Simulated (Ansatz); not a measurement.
Two structures, one formula

The two ends of one reaction step of SiH₄O₂, singlet (PBE0-D4/def2-TZVP).

A:

```
7
angstrom
Si -0.2218 -0.2463 0.7671
O 0.4483 0.5831 -0.8767
O 0.4993 -1.5831 0.5485
H 0.9270 -0.2429 -1.1026
H -1.6757 -0.0444 0.4894
H 0.2307 0.7823 1.7397
H -0.2078 0.7513 -1.5655
```

B:

Si1  (-0.108, 0.099, 0.388)
O2  (0.229, 1.087, -0.882)
O3  (0.862, -1.219, 0.388)
H4  (0.861, -1.781, -0.388)
H5  (-1.547, -0.280, 0.296)
H6  (0.198, 0.778, 1.663)
H7  (-0.494, 1.317, -1.466)
(Å)

Computed with Ansatz 0.2.0 (basis: def2-TZVPP); correlated methods freeze the cores. B3LYP uses VWN-RPA correlation.

Problem. Which structure is lower at CCSD(T), and by how much? (To be estimated.)

Solution. The calculation gives: B, by 50.97 kcal/mol (electronic energy, against the other). By their contacts, A is SiH₄O₂ ([O][SiH2][OH2]) and B is SiH₄O₂ ([OH][SiH2][OH]).

All methods give the same order:

```csv
method,E(B) − E(A) (kcal/mol)
SPW92,-46.45
PBE-D4,-45.74
BLYP-D4,-45.88
r2SCAN-D4,-49.65
B97M-V,-49.93
PBE0-D4,-50.21
B3LYP-D4,-49.67
r2SCAN0-D4,-52.51
BHLYP-D4,-54.30
CAM-B3LYP-D4,-51.35
wB97X-V,-51.27
wB97M-V,-50.18
B2PLYP,-49.93
PBE-QIDH,-52.08
RPA on PBE,-49.75
HF,-59.26
MP2,-50.20
CCSD,-52.66
CCSD(T),-50.97
```

The T1 diagnostic stays at or below 0.016.

Labels in which every atom is bracketed show which atoms are joined, not bond orders.

For scale, one of the runs: CCSD(T)/def2-TZVPP, 160 basis functions, launched by `ansatz run in.yaml --threads 2 --pin off --events-out ev --progress --plain --max-ram 4352MiB`. Hardware: 2 CPU threads of an Arm Neoverse V1, shared host. Wall time 22 s; peak host memory 1.2 GiB.
